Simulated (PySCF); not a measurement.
# Changing the system itself: PN

How does PN answer to another spin, charge, distance or environment?

Computed with PySCF 2.14.0. Level: method and basis as typed in the scripts.

1 further run of the same task is left out (it didn't finish).

### 1 Starting geometry

PN: 2 atoms, charge 0, spin multiplicity 1.

Bond lengths: P1–N2 1.780 Å.

### 2 Base script

input.py

```python
from pyscf import gto, scf
from pyscf.hessian import thermo

mol = gto.M(
    atom='P 0 0 0; N 0 0 1.78',
    basis='6-31+g*',
    charge=0,
    spin=0,
    verbose=4,
)
mf = scf.RHF(mol)
mf.kernel()
hess = mf.Hessian().kernel()
print('wavenumber (cm^-1) =', thermo.harmonic_analysis(mol, hess)['freq_wavenumber'].round(1))
mf.dip_moment()
print('orbital energies (hartree):', mf.mo_energy[..., max(0, mol.nelec[1]-3):mol.nelec[0]+3].round(4))
```

Launch:

```
OMP_NUM_THREADS=1 python input.py
```

The log of this run is left out.

Base result: E(SCF) = -395.026443 Eh, 9 cycles, μ = 3.23 D, wavenumbers 499 cm⁻¹.

The bond length is a typed value, not an optimised one, so the wavenumber is not that of the minimum.

### 3 Quintet (UHF)

Edit 1 changes spin (2S): 0 → 4; SCF type: RHF → UHF.

input.py

```python
from pyscf import gto, scf
from pyscf.hessian import thermo

mol = gto.M(
    atom='P 0 0 0; N 0 0 1.78',
    basis='6-31+g*',
    charge=0,
    spin=4,
    verbose=4,
)
mf = scf.UHF(mol)
mf.kernel()
hess = mf.Hessian().kernel()
print('wavenumber (cm^-1) =', thermo.harmonic_analysis(mol, hess)['freq_wavenumber'].round(1))
mf.dip_moment()
print('orbital energies (hartree):', [e[max(0, n-3):n+3].round(4) for e, n in zip(mf.mo_energy, mol.nelec)])
```

Launch:

```
OMP_NUM_THREADS=1 python input.py
```

### 4 Bond 1.994 Å

Edit 2 changes bond length: 1.78 Å → 1.994 Å.

input.py, as its differences from that of step 2:

```diff
@@ -4,3 +4,3 @@
 mol = gto.M(
-    atom='P 0 0 0; N 0 0 1.78',
+    atom='P 0 0 0; N 0 0 1.994',
     basis='6-31+g*',
```

### 5 Triplet (UHF)

Edit 3 changes spin (2S): 0 → 2; SCF type: RHF → UHF.

input.py

```python
from pyscf import gto, scf
from pyscf.hessian import thermo

mol = gto.M(
    atom='P 0 0 0; N 0 0 1.78',
    basis='6-31+g*',
    charge=0,
    spin=2,
    verbose=4,
)
mf = scf.UHF(mol)
mf.kernel()
hess = mf.Hessian().kernel()
print('wavenumber (cm^-1) =', thermo.harmonic_analysis(mol, hess)['freq_wavenumber'].round(1))
mf.dip_moment()
print('orbital energies (hartree):', [e[max(0, n-3):n+3].round(4) for e, n in zip(mf.mo_energy, mol.nelec)])
```

### 6 Bond 3.56 Å

Edit 4 changes bond length: 1.78 Å → 3.56 Å.

input.py, as its differences from that of step 2:

```diff
@@ -4,3 +4,3 @@
 mol = gto.M(
-    atom='P 0 0 0; N 0 0 1.78',
+    atom='P 0 0 0; N 0 0 3.56',
     basis='6-31+g*',
```

Q: Predict the outcome of this session. Wanted: for each run, E(SCF); from base; gap, α spin; SCF dipole; after the SCF.

The runs gave:

```csv
run,E(SCF) (hartree),from base (eV),cycles,"gap, α spin (eV)",SCF dipole (D),after the SCF
base,-395.026443,0,9,10.57,3.23,highest mode 499 cm⁻¹
quintet (UHF),-395.047671,-0.5776,11,11.81,0.99,highest mode 875 cm⁻¹
bond 1.994 Å,-394.923552,+2.7998,10,9.06,3.22,n/a
triplet (UHF),-394.994379,+0.8725,24,8.70,2.50,highest mode 803 cm⁻¹
bond 3.56 Å,-394.642936,+10.4358,19,4.27,8.16,n/a
```

What this shows: Of the runs whose energies can be compared, “bond 3.56 Å” moves the SCF energy most (+10.436 eV). The quintet solution found lies 0.58 eV below the base singlet at this geometry and level, so the base is not the lowest spin state. The triplet solution found lies 0.87 eV above the base singlet at this geometry and level. With bond 1.994 Å the frontier gap moves by over 1.5 eV, which can mean another electronic state rather than the bond length alone. With bond 3.56 Å the frontier gap moves by over 1.5 eV, which can mean another electronic state rather than the bond length alone.
